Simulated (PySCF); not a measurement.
# H₂S, singlet: structure and spectrum

Method: PBE0/[S def2-TZVP, H def2-TZVP], no relativity, density fitting, PySCF.

The structure is a minimum.

| Item | Value |
| --- | --- |
| Point group | C2v |
| Bond lengths | S–H 1.341 Å (×2) |
| Bond angles | H–S–H 92.3° |
| Rotational constants | 10.3, 8.936, 4.785 cm⁻¹ |
| Zero-point energy | 39.9 kJ/mol |
| Dipole moment | 1.16 D |
| Atomisation energy without zero-point energy | 749 kJ/mol |
| Enthalpy at 298.15 K above 0 K | 9.96 kJ/mol |
| Lowest empty level | 0.59 eV |
| Principal polarisabilities | 14.8, 19.4, 20.2 bohr³ |
| Heat capacity Cp at 298.15 K | 34.1 J/(mol K) |
| Entropy at 298.15 K and 1 bar | 205.7 J/(mol K) |
| Highest occupied level | -7.48 eV |
| Principal quadrupole moments (Buckingham, traceless) about the centre of mass | -3.86, 1.08, 2.78 D Å |
| Rotational symmetry number | 2 |

Harmonic modes (masses in u: S 31.972, H 1.008):
```
symmetry  ω (cm⁻¹)  IR (km/mol)     type
      a1      1209          0.1     bend
      a1      2725          0.0  stretch
      b2      2741          0.0  stretch
```

In C2v the vibrations span 2a1 + b2. Here b1 is antisymmetric to the molecular plane and b2 lies in it.

Charges (e):
| atom | Mulliken | Löwdin | polar tensor | Mayer order to S1 |
| --- | --- | --- | --- | --- |
| S1 | -0.35 | -0.07 | -0.12 | – |
| H2,3 | 0.17 | 0.03 | 0.06 | 0.96 |

Mulliken populations on S1: s 5.85, p 10.40, d 0.09, f 0.01.

Counting electrons, sulfur keeps 4 of its valence electrons outside its bonds, so the VSEPR class is AX2E2 and the expected shape is bent (C2v), as computed. The angle of 92° is close to 90°: the heavy centre bonds with nearly pure p orbitals and keeps its lone pair s-like.

The final relaxation and frequency run took 6.4 s on 2 threads of a shared Arm Neoverse N1 host, with 49 basis functions and 9 gradients; the process peaked at 0.55 GiB.
